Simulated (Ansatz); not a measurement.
Input (CCSDT(Q)/aug-cc-pVTZ; Ansatz, a program for electronic structure):

Ansatz 0.2 input:
```yaml
crystal:
  periodic: [false, false, false]
  atoms:
    - {symbol: N, position_ang: [-0.00356243, 0.11201664, 0.09548205]}
    - {symbol: H, position_ang: [0.80776927, -0.37468272, -0.32489897]}
    - {symbol: H, position_ang: [-0.78283228, -0.40943375, -0.34347535]}
basis:
  gaussian:
    orbitals: aug-cc-pVTZ
total_charge: -1
magnetization: {spin_polarized: false}
correlation: {method: ccsdt_q, electrons: outside_noble_gas}
```

Output:

```
Functional definition: HF
integrals: 0.13 GiB planned
1095 factors; integrals over basis functions are off by at most 1.6e-7 eV
mean field: 0.19 GiB planned
mean field evaluation 1: about -1511.0033 eV, gradient 1.3e1 eV
mean field evaluation 2: about -1511.0038 eV, gradient 1.3e1 eV
mean field evaluation 4: about -1511.5145 eV, gradient 2.3e0 eV
mean field evaluation 8: about -1511.5360 eV, gradient 1.8e-3 eV
mean field evaluation 16: about -1511.5350 eV, gradient 1.8e-1 eV
mean field -1511.53597697 eV, -55.5479225977 hartree, gradient 2.8e-6 eV, S^2 0.000000; 0 other end points of the search recorded, 0 dependent functions left out
1 core orbitals not correlated
reference -1511.53597697 eV, -55.5479225977 hartree; 4, 4 occupied and 87, 87 virtual orbitals, 1095 factors
second order -7.11341509 eV of doubles, -0.00000000 eV of singles
coupled cluster: 1.08 GiB planned
cycle   1  -6.94748797 eV  change    1.7e-1 eV  update   9.5e-2
cycle   2  -7.28924327 eV  change   -3.4e-1 eV  update   6.1e-2
cycle   3  -7.53539142 eV  change   -2.5e-1 eV  update   1.9e-2
cycle   4  -7.54514145 eV  change   -9.8e-3 eV  update   8.8e-3
cycle   5  -7.52446395 eV  change    2.1e-2 eV  update   4.7e-3
cycle   6  -7.51488027 eV  change    9.6e-3 eV  update   3.1e-3
cycle   7  -7.51872728 eV  change   -3.8e-3 eV  update   9.7e-4
cycle   8  -7.52093240 eV  change   -2.2e-3 eV  update   5.1e-4
cycle   9  -7.52057403 eV  change    3.6e-4 eV  update   2.4e-4
cycle  10  -7.52024791 eV  change    3.3e-4 eV  update   1.2e-4
cycle  11  -7.52029247 eV  change   -4.5e-5 eV  update   5.6e-5
cycle  12  -7.52032459 eV  change   -3.2e-5 eV  update   3.2e-5
cycle  13  -7.52030174 eV  change    2.3e-5 eV  update   1.5e-5
cycle  14  -7.52030157 eV  change    1.7e-7 eV  update   7.2e-6
cycle  15  -7.52031396 eV  change   -1.2e-5 eV  update   3.9e-6
cycle  16  -7.52031274 eV  change    1.2e-6 eV  update   2.6e-6
cycle  17  -7.52030776 eV  change    5.0e-6 eV  update   1.1e-6
cycle  18  -7.52030839 eV  change   -6.3e-7 eV  update   7.3e-7
perturbative correction -0.02286329 eV, -0.0008402105 hartree
Total energy: -1519.07914865 eV, -55.8251290441 hartree
```
